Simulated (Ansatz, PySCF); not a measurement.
Molecule: C2H5, charge 0, multiplicity 2. It need not be the lowest isomer of its formula. 
Coordinates optimised at B3LYP-D3(BJ)/def2-TZVP (Ansatz, a first-principles code):
```
C
H 1 1.0926
H 1 1.0926 2 108.27
H 1 1.1011 2 106.35 3 113.94
C 1 1.4831 2 111.85 4 122.36
H 5 1.0812 1 120.96 2 154.81
H 5 1.0812 6 117.62 1 -172.29
```
Charge 0, spin multiplicity 2.


Property: enthalpy of formation at 298 K (from the atomisation energy, B3LYP-D3(BJ)/def2-TZVP harmonic zero-point and thermal terms from PySCF, and the atoms' enthalpies of formation in the G2/97 table; no spin-orbit terms, and no core term in the frozen-core levels), in kcal/mol. Cores are frozen in the correlated levels unless marked. Open shells are spin-unrestricted. Spin-orbit coupling is left out. No relativistic terms. The coupled-cluster limit lacks core correlation, which all-electron functionals hold. CBS marks a two-point X^-3 extrapolation of the correlation energy; Hartree-Fock from the larger set. The bracket is a focal-point correction in the basis named.

```csv
level,program,enthalpy of formation at 298 K (kcal/mol),minus last row
HF/def2-SVP,Ansatz,158.2,128.6
RI-HF/cc-pVQZ,Ansatz,164.2,134.6
RI-HF/def2-QZVPPD,Ansatz,164.1,134.5
PBE-D3(BJ)/def2-TZVPD,Ansatz + dftd3,19.6,-10.0
PBE-D4/def2-TZVPD,Ansatz + dftd4,19.9,-9.7
revPBE/def2-TZVPD,Ansatz,36.9,7.3
TPSS-D4/def2-TZVPD,PySCF + dftd4,19.5,-10.1
PBE0/def2-QZVPP,Ansatz,25.3,-4.3
BHLYP-D3(BJ)/def2-TZVPD,Ansatz + dftd3,36.8,7.2
TPSSh-D3(BJ)/def2-TZVPD,PySCF + dftd3,20.2,-9.4
r2SCAN0/def2-TZVPD,Ansatz,29.2,-0.4
PW6B95/def2-TZVPD,PySCF,28.9,-0.7
HSE06-D3(BJ)/def2-TZVPD,Ansatz + dftd3,24.8,-4.8
PBE-QIDH/def2-TZVPD,Ansatz,32.9,3.3
MP2/aug-cc-pVDZ,Ansatz,64.4,34.8
MP2/def2-SVPD,Ansatz,49.8,20.2
SCS-MP2/STO-3G,Ansatz,0.5,-29.1
SCS-MP2/aug-cc-pVTZ,Ansatz,37.9,8.3
CCSD(T)/cc-pwCVTZ,Ansatz,41.5,11.9
CCSDT/cc-pVDZ,Ansatz,68.9,39.3
"RI-MP2/CBS(aug-cc-pVTZ,aug-cc-pVQZ)+[CCSD(T)-MP2]/aug-cc-pVTZ",Ansatz,29.6,0.0
```
